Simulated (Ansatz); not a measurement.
# AlHN2: the cost of one run

Computed with Ansatz 0.2.0, Gaussian basis. Level: def2-QZVPP, all electrons in the functionals, frozen cores in the correlation of double hybrids and RPA.

The runs, in order: wB97M-V, B2PLYP, at charge 0, triplet; charge 0, singlet; charge 0, quintet; charge 1, doublet; charge 1, quartet.

2 further runs of the same task are left out: 2 set aside as unsound or not needed.

### 1 What is computed

The geometry is a PBE0/def2-TZVP stationary point (not a proven minimum).

4 atoms, charge 0, spin multiplicity 3.

Atoms are counted from 1 here; the program's logs count them from 0.

Bond lengths: Al1–N2 1.879 Å, N2–N3 1.296 Å, N2–H4 1.026 Å. Angles: Al1–N2–N3 128.0°, Al1–N2–H4 118.8°, N3–N2–H4 113.2°.

No dispersion term is added; wB97M-V holds VV10 nonlocal correlation.

The geometry shown and the zero of energy belong to the point charge 0, triplet. The yardstick, UCCSD(T), and other wave-function levels (R restricted, U unrestricted, valence and pair active spaces) come from earlier runs.

### 2 wB97M-V, charge 0, triplet

Contents of in.yaml:

```yaml
crystal:
  periodic: [false, false, false]
  atoms:
    - {symbol: Al, position_ang: [0.000000, -0.079269, 1.203465]}
    - {symbol: N, position_ang: [0.000000, 0.413422, -0.609656]}
    - {symbol: N, position_ang: [0.000000, -0.362251, -1.647435]}
    - {symbol: H, position_ang: [0.000000, 1.410865, -0.850200]}
basis:
  gaussian: {orbitals: "def2-QZVPP.json"}
magnetization: {spin_polarized: true, initial_magnetization: 2}
hamiltonian: {xc: {name: wB97M-V}}
output: {orbitals: {seedname: orbitals}}
```

Run with:

```console
$ ansatz run in.yaml --threads 1 --pin off --events-out ev --progress --plain --max-ram 2393MiB
```

**Question.** How long does this run take on 1 thread of Arm Neoverse V2, shared host, and how much memory does it need?

About 19 s, with a peak of 0.58 GiB.
